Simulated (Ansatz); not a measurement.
System (SMILES): [CH]=O (CH-O), doublet.
Atoms: C1, O2, H3. Bonds: C1-O2, C1-H3.

Basis-set convergence of the optimised C1-H3 bond length at B3LYP with Ansatz (a quantum-chemistry and plane-wave program). Cartesian d functions, on some or all atoms, in 6-31+G*; all else is spherical. The program fits the integrals of some runs and decomposes those of others, by size. Core-valence sets carry the plain set on hydrogen. Open shells are unrestricted. No added dispersion term, no relativity. Reference: the value in aug-pcseg-3, 1.1224 Å.

| basis | functions | optimised C1-H3 bond length (Å) |
|---|---|---|
| 6-31G | 20 | [?] |
| def2-SVP | 33 | 1.1378 |
| 6-31+G* | 40 | 1.1250 |
| 6-311G** | 42 | 1.1276 |
| 6-311+G** | 50 | 1.1250 |
| def2-SVPD | 51 | [?] |
| aug-pcseg-1 | 55 | [?] |
| def2-TZVP | 68 | 1.1248 |
| pcseg-2 | 74 | 1.1230 |
| def2-TZVPP | 76 | [?] |
| cc-pCVTZ | 100 | 1.1247 |
| aug-pcseg-2 | 115 | 1.1225 |
| pcseg-3 | 153 | 1.1224 |

Question: What belongs in the gaps?

Answer: 
- 6-31G, optimised C1-H3 bond length (Å): 1.1185
- def2-SVPD, optimised C1-H3 bond length (Å): 1.1319
- aug-pcseg-1, optimised C1-H3 bond length (Å): 1.1310
- def2-TZVPP, optimised C1-H3 bond length (Å): 1.1238
